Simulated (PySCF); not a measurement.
Si(OH)₂ + F₂ → SiO₂ + 2 HF

Level: PBE0 in the def2-TZVP basis family, all electrons, no relativity, computed in PySCF with density fitting; open shells unrestricted.

```
species                                                                  state and structure      E (Eh)  ZPE (kJ/mol)  H(298 K) − H(0) (kJ/mol)  S° (J/(mol K))
Si(OH)₂  singlet, C2v, O–H 0.960 Å (×2), Si–O 1.649 Å (×2); H–O–Si 114.7° (×2), O–Si–O 97.5°  -441.00179          74.4                      13.0           264.4
     F₂                                                            singlet, D∞h, F–F 1.376 Å  -199.40856           6.6                       8.7           201.9
   SiO₂                                                      singlet, D∞h, Si–O 1.506 Å (×2)  -439.73957          18.5                      11.0           231.3
     HF                                                            singlet, C∞v, H–F 0.920 Å  -100.39188          24.9                       8.7           173.6
```

What is the electronic reaction energy?

At PBE0/def2-TZVP, ΔE = -296.6 kJ/mol from the differences of the total energies times 2625.5, downhill. 

Add zero-point, thermal and entropy terms for 298.15 K and 1 bar.

ΔZPE = -12.7 and Δ[H(298) − H(0)] = 6.7 kJ/mol give ΔH° = -302.6 kJ/mol. ΔS° = 112.2 J/(mol K), so ΔG° = -302.6 − 298.15 × (0.1122) = -336 kJ/mol.

Each species is the lowest minimum found with this bonding; other isomers or fragments can lie lower.
